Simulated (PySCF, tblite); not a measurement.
# C₄H₆NO radical: geometry, infrared bands and EPR parameters

Aim: predict the infrared bands and EPR parameters of C₄H₆NO radical (`O=C1C[CH]CN1`).

Programs: tblite 0.8.0 and PySCF 2.14.0, with density-fitted response routines of our own. Each step states its level of theory. These are calculated values for one molecule in the gas phase, unless marked as measured. Atoms are numbered from 0 throughout.

### 1 The starting structure

12 atoms, charge 0, multiplicity 2; geometry from: force field or distance geometry start.

Bonds of the start (Å): O0–C1 1.24, C1–C2 1.49, C2–C3 1.51, C3–C4 1.49, C4–N5 1.42, N5–C1 1.38, C2–H6 1.10, C2–H7 1.10, C3–H8 1.07, C4–H9 1.09, C4–H10 1.10, N5–H11 1.01.

### 2 Relaxing the molecule with GFN2-xTB

The job: settings as JSON, then the geometry in Å.

```
{"job": {"kind": "relax", "xc": "GFN2-xTB", "basis": "xTB"}, "charge": 0, "multiplicity": 2}
O      2.244300    -0.852600     0.642500
C      1.131800    -0.420900     0.316200
C      0.770200     1.019000     0.140300
C     -0.681000     0.913300    -0.246400
C     -1.142800    -0.501500    -0.266000
N      0.032000    -1.215300     0.080500
H      1.351700     1.466100    -0.673000
H      0.895400     1.575200     1.077000
H     -1.307200     1.749400    -0.456500
H     -1.927000    -0.701000     0.467500
H     -1.466100    -0.808700    -1.272700
H      0.100000    -2.223600     0.164600
```

Command:

```sh
$ OMP_NUM_THREADS=1 python probes_run.py task.json out
```

One launch serves the whole session: the jobs run in the order shown.

**Question.** This job is followed by: GFN2-xTB harmonic vibrations, gas phase; UKS B3LYP, pcH-1 on C H N O, non-relativistic, mean-field spin-orbit, GIAO. What will the session give for the following? strongest single infrared mode (GFN2-xTB); zero-point energy (GFN2-xTB); g(iso) (B3LYP); ⟨S²⟩; largest a(iso) (averaged by class); potential on the surface of density 0.002 e/bohr³, 1st and 99th percentile.

As calculated:

```
                                                                  quantity                    value
                                 strongest single infrared mode (GFN2-xTB)    1797 cm⁻¹, 661 km/mol
                                              zero-point energy (GFN2-xTB)            57.8 kcal/mol
                                                            g(iso) (B3LYP)                  2.00263
                                                                      ⟨S²⟩       0.754 (exact 0.75)
                                        largest a(iso) (averaged by class)  1H on H6, H7, 127.2 MHz
potential on the surface of density 0.002 e/bohr³, 1st and 99th percentile       -2.14 V and 1.91 V
```

Relaxing lowered the energy by 0.137 eV in 13 steps; the close pair that moved most is C2–C3, from 1.506 to 1.473 Å. No mode is imaginary among the 30: a minimum at this level. The strongest single mode, at 1797 cm⁻¹, moves mainly C1. GFN2-xTB is a fitted tight-binding method: band positions and strengths are rough. Its intensities can rank the bands wrongly. Most of the unpaired spin sits on C3 (1.02 e). The isotropic g lies 0.3 ppt above the free-electron value. The conformer search found further structures of the same energy, which may be mirror or relabelled copies of this one.
